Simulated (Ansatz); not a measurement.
# C5H12O: ionisation energy by level of theory

An exercise on one series of results from a longer session: the logs are not shown, and one member is left open.

Program: Ansatz 0.2.0, Gaussian basis. Level of theory: unrestricted cation, the program's frozen cores in correlated methods. These are calculated values, not measurements.

Plan: UKS PBE-D4/def2-TZVPP; UKS r2SCAN-D4/def2-TZVPP; UKS PBE0-D4/def2-TZVPP; UKS B3LYP-D4/def2-TZVPP; UKS wB97X-V/def2-TZVPP; UKS wB97M-V/def2-TZVPP; UKS B2PLYP/def2-TZVPP; UHF-CCSD(T)/def2-TZVPP; UHF-MP2/def2-QZVPP; extrapolation to the limit; then −ε(HOMO) from the neutral's earlier runs with LDA (SPW92), PBE-D4, revPBE-D4, BLYP-D4, r2SCAN-D4, B97M-V, PBE0-D4, B3LYP-D4, r2SCANh-D4, r2SCAN0-D4, HSE06-D4, BHLYP-D4, CAM-B3LYP-D4, LC-ωPBE, ωB97X-V, ωB97M-V.

## Structure used throughout

The geometry comes from an earlier relaxation with PBE0-D4 in a triple-zeta def2 set; it is a stationary point, not always the lowest conformer.

SMILES `CC(C)CCO`, 18 atoms, charge 0, spin multiplicity 1.

Atoms are counted from 1 here; the program's logs count them from 0.

Bond lengths: C1–C2 1.522 Å, C1–H7 1.093 Å, C1–H8 1.095 Å, C1–H9 1.093 Å, C2–C3 1.522 Å, C2–C4 1.526 Å, C2–H10 1.096 Å, C3–H11 1.092 Å, C3–H12 1.095 Å, C3–H13 1.093 Å, C4–C5 1.517 Å, C4–H14 1.098 Å, C4–H15 1.099 Å, C5–O6 1.414 Å, C5–H16 1.099 Å, C5–H17 1.092 Å, O6–H18 0.961 Å. Angles: C2–C1–H7 111.3°, C2–C1–H8 110.8°, C2–C1–H9 111.5°, H7–C1–H8 107.6°, H7–C1–H9 107.9°, H8–C1–H9 107.6°, C1–C2–C3 110.7°, C1–C2–C4 110.2°, C1–C2–H10 108.3°, C3–C2–C4 112.1°, C3–C2–H10 107.9°, C4–C2–H10 107.5°, C2–C3–H11 112.0°, C2–C3–H12 110.8°, C2–C3–H13 110.8°, H11–C3–H12 108.0°, H11–C3–H13 107.4°, H12–C3–H13 107.6° and more.

Set-up of the first run:

The input, in.yaml:

```yaml
crystal:
  periodic: [false, false, false]
  atoms:
    - {symbol: C, position_ang: [0.667414, -0.849806, 1.712522]}
    - {symbol: C, position_ang: [-0.158793, -0.210462, 0.606359]}
    - {symbol: C, position_ang: [-1.164701, -1.203487, 0.042857]}
    - {symbol: C, position_ang: [0.757351, 0.354742, -0.475782]}
    - {symbol: C, position_ang: [0.058596, 1.142771, -1.567521]}
    - {symbol: O, position_ang: [-0.692872, 2.234901, -1.075435]}
    - {symbol: H, position_ang: [0.030518, -1.221953, 2.518990]}
    - {symbol: H, position_ang: [1.243505, -1.697838, 1.327616]}
    - {symbol: H, position_ang: [1.375355, -0.137832, 2.145576]}
    - {symbol: H, position_ang: [-0.718347, 0.628930, 1.035147]}
    - {symbol: H, position_ang: [-1.831565, -0.741288, -0.687507]}
    - {symbol: H, position_ang: [-0.653870, -2.039869, -0.446346]}
    - {symbol: H, position_ang: [-1.788425, -1.617568, 0.838957]}
    - {symbol: H, position_ang: [1.316487, -0.465098, -0.946054]}
    - {symbol: H, position_ang: [1.510704, 1.000243, -0.003857]}
    - {symbol: H, position_ang: [0.798677, 1.480239, -2.306276]}
    - {symbol: H, position_ang: [-0.657118, 0.513332, -2.101029]}
    - {symbol: H, position_ang: [-0.092922, 2.830040, -0.618207]}
basis:
  gaussian: {orbitals: def2-TZVPP}
total_charge: 1
magnetization: {spin_polarized: true, initial_magnetization: 1}
hamiltonian: {xc: pbe, dispersion: d4}
```

Run with:

```console
$ ansatz run in.yaml --threads 2 --pin off --events-out ev --progress --plain --max-ram 22528MiB --backend cuda --devices 0, --max-vram 18GiB
```

Steps of the session up to this table: Cation, UKS PBE-D4/def2-TZVPP; Cation, UKS r2SCAN-D4/def2-TZVPP; Cation, UKS PBE0-D4/def2-TZVPP; Cation, UKS B3LYP-D4/def2-TZVPP; Cation, UKS wB97X-V/def2-TZVPP; Cation, UKS wB97M-V/def2-TZVPP; Cation, UKS B2PLYP (frozen core)/def2-TZVPP; Cation, UHF-CCSD(T)/def2-TZVPP; Cation, UHF-MP2/def2-QZVPP.

One table of the session follows, with a row left open; its other results are not shown here.

It belongs to the step «Ionisation energies side by side». Orbital estimates, from the neutral's runs:

```
  functional  −ε(HOMO) (eV)
 LDA (SPW92)           6.28
      PBE-D4           6.13
   revPBE-D4           6.06
     BLYP-D4           6.06
   r2SCAN-D4           6.46
      B97M-V           6.64
     PBE0-D4           7.76
    B3LYP-D4           7.53
  r2SCANh-D4           7.07
  r2SCAN0-D4           7.99
    HSE06-D4           7.35
    BHLYP-D4           9.33
CAM-B3LYP-D4              ?
     LC-ωPBE          10.57
     ωB97X-V          10.25
     ωB97M-V          10.18
```

Q: Estimate the row for CAM-B3LYP-D4 from the others.

**Answer.** −ε(HOMO) (eV): 9.25. In the column «−ε(HOMO) (eV)» it lies between r2SCAN0-D4 (7.99) and BHLYP-D4 (9.33).

To keep in mind: The cation may have settled in a state other than its lowest; no search over hole states beyond the program's own was made.
